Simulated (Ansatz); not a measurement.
System: antifluorite Mg₂Ge. Method: PBE0 (Ansatz, a quantum-chemistry and plane-wave program, PAW).

Settings: plane-wave cutoff 460 eV, 8×8×8 k mesh, Fermi–Dirac smearing 0.01 eV, scalar-relativistic PAW data made under PBE.

The cell has the measured lattice: a = 6.385 Å, b = 6.385 Å, c = 6.385 Å, α = 90.00°, β = 90.00°, γ = 90.00°.

Task: What does this level give for the band gap and smallest direct gap on the k points sampled?

Result: 
- band gap = 1.10 eV (on the SCF k mesh) (indirect)
- smallest direct gap on the k points sampled = 2.24 eV

Measured, for comparison: band gap 0.74 eV (temperature not stated, no zero-point or thermal correction, indirect, Γ–X; as tabulated in Ryu et al. (2019), arXiv:1905.06140).

Note: cell and atoms aren't relaxed at this level (pressure -0.2 GPa).

Spin–orbit coupling is not included.

The computed numbers hold no vibrational or temperature effects.

It cost around 3 core-minutes (rough) of CPU time.
